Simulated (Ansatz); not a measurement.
## Ansatz (development build ahead of 0.2.0) run

```yaml
crystal:
  periodic: [false, false, false]
  atoms:
    - { symbol: C, position_ang: [0.93495, 0.0, 0.0] }
    - { symbol: C, position_ang: [-0.46747, 0.80969, 0.0] }
    - { symbol: C, position_ang: [-0.46747, -0.80969, 0.0] }
    - { symbol: H, position_ang: [1.57917, 0.0, 0.98978] }
    - { symbol: H, position_ang: [1.57917, 0.0, -0.98978] }
    - { symbol: H, position_ang: [-0.78959, 1.3676, -0.98978] }
    - { symbol: H, position_ang: [-0.78959, 1.3676, 0.98978] }
    - { symbol: H, position_ang: [-0.78959, -1.3676, 0.98978] }
    - { symbol: H, position_ang: [-0.78959, -1.3676, -0.98978] }
basis:
  gaussian: { orbitals: cc-pVTZ }
hamiltonian:
  xc: hf
```

The input is written out in the form of the current development build from the run's settings.

Results

```
Converged                       : yes
Total energy                    : -117.04001 hartree
Spin squared of the determinant : 0.000
```

Caution: no unrestricted run beside it, a lower state can exist.
